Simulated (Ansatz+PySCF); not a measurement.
A calculation with PySCF 2.14.0.

```python
from pyscf import gto, scf

mol = gto.M(atom="""
C 0.000000 -0.027280 -0.597000
O 0.000000 -0.060380 0.688100
H 0.000000 -0.983160 -0.930090
H -0.823310 0.428520 -0.989120
H 0.823310 0.428520 -0.989120
H 0.000000 0.772800 0.985550
""", basis='def2-svp', charge=0, spin=0)
mf = scf.UHF(mol)
mf.init_guess = 'minao'
mf.kernel()
while True:  # follow internal instabilities
    mo, _, stable, _ = mf.stability(return_status=True)
    if stable: break
    mf.kernel(mf.make_rdm1(mo, mf.mo_occ))
print(mf.converged, mf.e_tot, mf.spin_square()[0])
```

The script is written out from the run's settings.

Results

```json
{
 "Converged": "yes",
 "Total energy": "-114.92469 hartree",
 "Spin squared of the determinant": "0.000"
}
```
